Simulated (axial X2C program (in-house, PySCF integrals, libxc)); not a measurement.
NaF⁻: cheaper levels and CCSD(T), with spin–orbit coupling

Calculated with an axial X2C code built on PySCF integrals. Two-component (2c) means X2C with spin–orbit coupling and atomic mean-field two-electron Coulomb and Gaunt terms. Basis: Na dyall-av3z [10s9p5d2f], F dyall-av3z [7s6p3d2f] (cores contracted in-house); Gaussian nuclei, density fitting, unrestricted open shells. Masses: Na 22.990 u, F 18.998 u.

State: Ω = 1/2 (⟨Sz⟩ = 0.50, ⟨Lz⟩ = 0.00 at HF); fragments Na + F-.

| level | Re (Å) | ωe (cm⁻¹) | De (eV) |
| --- | --- | --- | --- |
| PBE0 | 2.000 | 439.3 | 2.05 |
| HF | 1.984 | 460.1 | 2.18 |
| MP2 | 2.029 | 424.7 | 2.04 |
| CCSD | 2.014 | 437.2 | 2.10 |
| BP86 | 2.024 | 417.7 | 1.92 |

Correlated methods: 9 electrons correlated (number of frozen shells: Na 2 s, 1 p; F 1 s), 235 virtual spin orbitals or spinors in MP2, 85 natural virtuals in coupled cluster.

CCSD(T), same Hamiltonian and basis:

Re = 2.021 Å, ωe = 431.0 cm⁻¹, De = 2.08 eV; T1 = 0.013 (Lee–Taylor normalisation).

Task: Give the differences from CCSD(T) in the columns below.

Result: 

| level | ΔRe (Å) | Δωe (cm⁻¹) | ΔDe (eV) |
| --- | --- | --- | --- |
| PBE0 | -0.021 | 8 | -0.03 |
| HF | -0.037 | 29 | 0.10 |
| MP2 | 0.008 | -6 | -0.04 |
| CCSD | -0.007 | 6 | 0.02 |
| BP86 | 0.003 | -13 | -0.16 |

The state is a single determinant with fixed occupations, the lowest that a limited PBE0 search found. De is counted from the lowest determinant-based energies of the atoms at the same level, without counterpoise correction. Density functionals use the spin component along the axis (collinear). CCSD and (T) use frozen natural virtuals with an MP2 correction for the truncation; (T) itself is uncorrected, so its De runs slightly low. The highest occupied level of some functionals is positive through self-interaction error; at Hartree–Fock it is bound. Hartree–Fock gets electron affinities wrong, so its lowest charge split need not be the true one.
